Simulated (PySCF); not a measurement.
## HO, SMILES `[OH]` (charge 0, multiplicity 2)

These are TPSSh-D3(BJ)/def2-TZVP // PBE-D3(BJ)/def2-SVP run with PySCF values and carry that method's errors.

| Property | Value |
|---|---|
| highest occupied spin orbital | -8.07 eV |
| dipole moment | 1.75 D |
| total energy | -75.7653 Ha |
| cost | about 22 core-seconds (a rough figure) |

Bonds (Å): O1–H2 0.990.
Charge 0, spin multiplicity 2.
